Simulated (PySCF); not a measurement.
C3H7OP.
Numbering: `[CH3:1][C@@H:2]1[CH2:3][P@@H:4]1=[O:5]` (hydrogens: H6, H7, H8 on C1; H9 on C2; H10, H11 on C3; H12 on P4)

Computed, not measured: PBE0-D3(BJ)/def2-SVP geometry optimisation, gas phase in PySCF 2.14.0.

Some entries are withheld. Bonds in one row agree within 0.01 Å.

| coordinate | value |
| --- | --- |
| C1–C2 | 1.509 Å |
| C2–C3 | ? |
| C3–P4 | ? |
| P4=O5 | ? |
| C2–P4 | 1.797 Å |
| C1–H6, C1–H7, C1–H8 | 1.101 Å |
| C2–H9 | 1.097 Å |
| C3–H10 | 1.095 Å |
| C3–H11 | 1.096 Å |
| P4–H12 | 1.417 Å |
| C2–C1–H6 | 111.0° |
| H6–C1–H7 | 108.3° |
| C1–C2–C3 | 118.0° |
| C1–C2–P4 | 118.9° |
| C1–C2–H9 | 115.0° |
| C3–C2–P4 | ? |
| C3–C2–H9 | 114.7° |
| P4–C2–H9 | 116.7° |
| C2–C3–P4 | ? |
| C2–C3–H10 | 118.4° |
| C2–C3–H11 | 115.2° |
| P4–C3–H10 | 120.8° |
| P4–C3–H11 | 115.8° |
| H10–C3–H11 | 113.6° |
| C3–P4–O5 | ? |
| C3–P4–H12 | 107.5° |

Problem. Fill in the missing values.

Solution. 
- C2–C3 = 1.557 Å, drawn single (both ends sp3 carbon bound to phosphorus); 0.04 Å above the sum of covalent radii, 1.52 Å.
- C3–P4 = 1.792 Å, drawn single (sp3 carbon bound to phosphorus to phosphoryl phosphorus); 0.04 Å below the sum of covalent radii, 1.83 Å.
- P4=O5 = 1.493 Å, drawn double (phosphoryl phosphorus to phosphoryl oxygen); 0.24 Å below the sum of covalent radii, 1.73 Å.
- C3–C2–P4 = 64.1°, at the sp3 carbon bound to phosphorus, inside a 3-membered ring; the outer atoms are 1.792 Å apart.
- C2–C3–P4 = 64.5°, at the sp3 carbon bound to phosphorus, inside a 3-membered ring; the outer atoms are 1.797 Å apart.
- C3–P4–O5 = 127.2°, at the phosphoryl phosphorus; the outer atoms are 2.945 Å apart.

Radii are Cordero's, carbon taken as 0.76, 0.73 or 0.69 Å for four, three, and two or fewer neighbours.

PBE0-D3(BJ)/def2-SVP frequencies: not computed here.

On an Intel Xeon Platinum 8488C with one thread, shared host with 96 logical CPUs at a one-minute load of 31, this took 14 s wall and 0.49 GiB of memory at its peak. That covers the optimisation of the geometry.
